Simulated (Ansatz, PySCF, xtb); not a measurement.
Homolysis of single bonds, series Ga SH-H. All species are isolated molecules in the gas phase. One relaxed conformer stands for each flexible species; it need not be the lowest. Strings in code marks are SMILES.

Quantity: homolytic bond dissociation enthalpy at 298 K (no spin–orbit term), in kJ/mol. Thermal and zero-point terms are GFN2-xTB rigid-rotor harmonic values (xtb).

Level 1: PBE0-D4/def2-TZVP (PySCF)
Level 2: frozen-core MP2/cc-pVTZ // PBE0-D4/def2-TZVP (Ansatz, a quantum-chemistry and plane-wave program)
Level 3: B3LYP/LANL2DZ // PBE0-D4/def2-TZVP (PySCF)
Level 4: HF/3-21G // PBE0-D4/def2-TZVP (PySCF)

```json
[
 {"species": "S–Ga bond of `[SH][GaH2]` (H–S–Ga–H torsion 180°), giving `[GaH2]` and `[SH]`", "level 2": "383.4", "level 3": "307.5", "level 4": "259.3"},
 {"species": "S–Ga bond of `[SH][GaH][SH]` (H–S–Ga–S torsion 0°, S–Ga–S–H torsion 180°), giving `[SH]` and `[SH][GaH]` (H–S–Ga–H torsion 180°)", "level 2": "373.8", "level 3": "288.0", "level 4": "243.2"},
 {"species": "S–Ga bond of `[SH][Ga]([SH])[SH]`, giving `[SH]` and `[SH][Ga][SH]` (H–S–Ga–S torsion -180°, S–Ga–S–H torsion 0°)", "level 2": "369.6", "level 3": "274.2", "level 4": "229.6"}
]
```

Question: What does level 1 give for each?

Answer: 
- S–Ga bond of `[SH][GaH2]` (H–S–Ga–H torsion 180°), giving `[GaH2]` and `[SH]`: 365.7
- S–Ga bond of `[SH][GaH][SH]` (H–S–Ga–S torsion 0°, S–Ga–S–H torsion 180°), giving `[SH]` and `[SH][GaH]` (H–S–Ga–H torsion 180°): 353.1
- S–Ga bond of `[SH][Ga]([SH])[SH]`, giving `[SH]` and `[SH][Ga][SH]` (H–S–Ga–S torsion -180°, S–Ga–S–H torsion 0°): 346.7
